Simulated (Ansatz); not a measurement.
Results of PBE-D4 (plane waves, PAW; Ansatz, an electronic-structure program) for chalcopyrite CuGaSe₂.

Settings: plane-wave cutoff 500 eV, 10×10×10 k mesh, Fermi–Dirac smearing 0.05 eV, no spin polarisation, scalar-relativistic PAW data made under PBE.

Cell (relaxed at this level):

```cif
data_Cu4Ga4Se8
_chemical_formula_sum 'Ga4 Cu4 Se8'
_space_group_name_H-M_alt 'I-42d'
_space_group_IT_number 122
_space_group_name_Hall 'I -4 2bw'
_cell_length_a 5.58673
_cell_length_b 5.58673
_cell_length_c 11.09088
_cell_angle_alpha 90.000
_cell_angle_beta 90.000
_cell_angle_gamma 90.000
loop_
_atom_site_label
_atom_site_type_symbol
_atom_site_symmetry_multiplicity
_atom_site_Wyckoff_symbol
_atom_site_fract_x
_atom_site_fract_y
_atom_site_fract_z
_atom_site_occupancy
Ga1 Ga 4 b 0.00000 0.00000 0.50000 1
Cu1 Cu 4 a 0.00000 0.00000 0.00000 1
Se1 Se 8 d 0.24303 0.25000 0.12500 1
```
(The calculation used a cell of 8 atoms; values per cell refer to that cell.)

Problem. Give the computed band gap.

Solution. 
- band gap = 0.18 eV (on the SCF k mesh)

Measured, for comparison: band gap 1.67 eV (temperature not stated, no zero-point or thermal correction, direct or pseudo-direct at Γ; as tabulated in Ghosh et al. (2024), arXiv:2401.16805).

Spin–orbit coupling is not included.

The computed numbers hold no vibrational or temperature effects.

Cost on a shared machine: about 7 core-minutes (a rough figure).
